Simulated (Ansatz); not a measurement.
# AlH₄NSi: a ladder of functionals and wavefunction methods

The task here is to estimate one member of a computed series from the others.

Program: Ansatz 0.2.0, Gaussian basis. Level of theory: functionals in def2-TZVPP, the program's frozen cores in correlated methods. These are calculated values, not measurements.

Plan: LDA (SPW92), PBE-D4, revPBE-D4, BLYP-D4, r2SCAN-D4, B97M-V, PBE0-D4, B3LYP-D4, r2SCANh-D4, r2SCAN0-D4, HSE06-D4, BHLYP-D4, CAM-B3LYP-D4, LC-ωPBE, ωB97X-V, ωB97M-V, B2PLYP, PBE-QIDH; CCSD(T)/def2-SVP; CCSD(T)/def2-TZVPP; MP2/def2-QZVPP; extrapolation to the limit; RPA on PBE.

### The relaxed structure

All runs share one geometry, relaxed beforehand with PBE0-D4 in a triple-zeta def2 set.

SMILES `[NH]1[AlH][SiH2]1`, 7 atoms, charge 0, spin multiplicity 1.

Atoms are counted from 1 here; the program's logs count them from 0.

Bond lengths: N1–Al2 1.773 Å, N1–Si3 1.763 Å, N1–H4 1.008 Å, Al2–Si3 2.300 Å, Al2–H5 1.579 Å, Si3–H6 1.493 Å, Si3–H7 1.493 Å. Angles: Al2–N1–Si3 81.1°, Al2–N1–H4 148.7°, Si3–N1–H4 130.2°, N1–Al2–Si3 49.2°, N1–Al2–H5 135.9°, Si3–Al2–H5 174.8°, N1–Si3–Al2 49.6°, N1–Si3–H6 115.9°, N1–Si3–H7 115.9°, Al2–Si3–H6 126.6°, Al2–Si3–H7 126.6°, H6–Si3–H7 106.2°.

The first run:

Input file in.yaml:

```yaml
crystal:
  periodic: [false, false, false]
  atoms:
    - {symbol: N, position_ang: [-0.288734, -0.037401, -0.846897]}
    - {symbol: Al, position_ang: [0.490543, -1.377637, 0.014055]}
    - {symbol: Si, position_ang: [-0.001416, 0.762231, 0.698153]}
    - {symbol: H, position_ang: [-0.717724, 0.310809, -1.690507]}
    - {symbol: H, position_ang: [0.883165, -2.868412, -0.325831]}
    - {symbol: H, position_ang: [-1.219005, 1.201378, 1.442533]}
    - {symbol: H, position_ang: [0.914372, 1.941032, 0.662996]}
basis:
  gaussian: {orbitals: def2-TZVPP}
hamiltonian: {xc: lda}
output: {orbitals: {seedname: orbitals}}
```

The run is started by

```sh
$ ansatz run in.yaml --threads 2 --pin off --events-out ev --progress --plain --max-ram 4352MiB
```

Among the steps run: LDA; PBE-D4 (GGA); revPBE-D4 (GGA); BLYP-D4 (GGA); r2SCAN-D4 (meta-GGA); B97M-V (meta-GGA); PBE0-D4 (hybrid); B3LYP-D4 (hybrid); r2SCANh-D4 (hybrid); r2SCAN0-D4 (hybrid); HSE06-D4 (hybrid); BHLYP-D4 (hybrid); CAM-B3LYP-D4 (range-separated); LC-ωPBE (range-separated); ωB97X-V (range-separated); ωB97M-V (range-separated); B2PLYP (double hybrid); PBE-QIDH (double hybrid).

One of the session's tables, all rows but one given; the rest of the session is left out.

It belongs to the step «Frontier levels by functional». 

| functional | HOMO (eV) | gap (eV) |
| --- | --- | --- |
| LDA (SPW92) | -5.60 | 3.56 |
| PBE-D4 | -5.52 | 3.67 |
| revPBE-D4 | -5.48 | 3.72 |
| BLYP-D4 | -5.38 | 3.67 |
| r2SCAN-D4 | -5.70 | 4.13 |
| B97M-V | -5.76 | 4.04 |
| PBE0-D4 | -6.49 | 5.40 |
| B3LYP-D4 | -6.31 | 5.05 |
| r2SCANh-D4 | -6.06 | 4.75 |
| r2SCAN0-D4 | -6.60 | 5.68 |
| HSE06-D4 | -6.10 | 4.64 |
| BHLYP-D4 | -7.35 | 7.07 |
| CAM-B3LYP-D4 | -7.70 | 7.58 |
| LC-ωPBE | -8.94 | 9.85 |
| ωB97X-V | ? | ? |
| ωB97M-V | -8.43 | 9.00 |

Estimate the missing values for ωB97X-V.

As computed: HOMO (eV): -8.65; gap (eV): 9.48. In the column «HOMO (eV)» it lies between LC-ωPBE (-8.94) and ωB97M-V (-8.43).
